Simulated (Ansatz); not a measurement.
Worked example: the barrier

An elementary step of CH$_{8}$OSi, closed shell (CH₄O ([CH3][OH]) + SiH₄ → CH₆OSi ([CH3][O][SiH3]) + H₂; bonds formed: Si1–O7, H2–H6; bonds broken: Si1–H2, H6–O7). “Start” is the structure reached by relaxing down from the saddle towards the reactants; PBE0-D4/def2-TZVP structures. The saddle:

```xyz
11
angstrom
Si -0.6806 0.6839 -0.9226
H 0.8325 0.3533 -1.7570
H -1.3189 -0.4208 -1.6861
H -1.6281 0.8849 0.2345
H -0.7393 2.0051 -1.6026
H 1.1347 0.0498 -0.6840
O 0.6244 0.2046 0.2940
C 0.4751 -0.7630 1.3319
H 0.4527 -1.7722 0.9147
H 1.3092 -0.6636 2.0255
H -0.4615 -0.5620 1.8517
```

Computed with Ansatz 0.2.0 (basis: def2-TZVPP and def2-QZVPP); correlated methods freeze the cores.

Energies in eV:

| quantity | saddle | start |
| --- | --- | --- |
| Hartree–Fock, triple zeta (X = 3) | -11055.15663 | -11057.43481 |
| Hartree–Fock, quadruple zeta (X = 4) | -11055.57536 | -11057.84417 |
| MP2 correlation, X = 3 | -16.30316 | -15.63698 |
| MP2 correlation, X = 4 | -17.43925 | -16.76116 |
| CCSD(T) correlation, X = 3 | -18.04926 | -17.46085 |

**Question.** Work out the barrier at the basis limit: extrapolate Hartree–Fock as E(X) = E∞ + A exp(−7.88 √X) and the MP2 correlation as E(X) = E∞ + B X^−2.97 (the exponents that Neese and Valeev fitted for def2-TZVPP and QZVPP), then add CCSD(T) − MP2 in triple zeta.

**Answer.** Each step is linear, so take the differences first (saddle − start): Hartree–Fock 2.27818 (X = 3) and 2.26881 (X = 4); MP2 correlation -0.66618 and -0.67809; CCSD(T) correlation -0.58841.
Two points give E∞ = E(4) + w [E(4) − E(3)], with w = 1/(exp(7.88 (2 − √3)) − 1) = 0.1377 for Hartree–Fock and w = 1/((4/3)^2.97 − 1) = 0.7407 for the correlation.
Hartree–Fock: 2.26881 + 0.1377 × (-0.00937) = 2.2675 eV.
MP2 correlation: -0.67809 + 0.7407 × (-0.01191) = -0.6869 eV.
CCSD(T) − MP2: -0.58841 − (-0.66618) = 0.0778 eV.
Sum: 2.2675 + (-0.6869) + 0.0778 = 1.6584 eV, or 38.24 kcal/mol. Plain CCSD(T) in triple zeta gives 1.6898 eV, so the larger basis shifts the result by -0.0314 eV.

T1 diagnostic: at most 0.013.

Labels in which every atom is bracketed show which atoms are joined, not bond orders.

For scale, one of the runs: CCSD(T)/def2-TZVPP, 216 basis functions, launched by `ansatz run in.yaml --threads 4 --pin off --events-out ev --progress --plain --max-ram 9574MiB`. The run took 64 s on 4 CPU threads of an Intel Xeon (shared host), with 3.2 GiB of host memory at its peak.
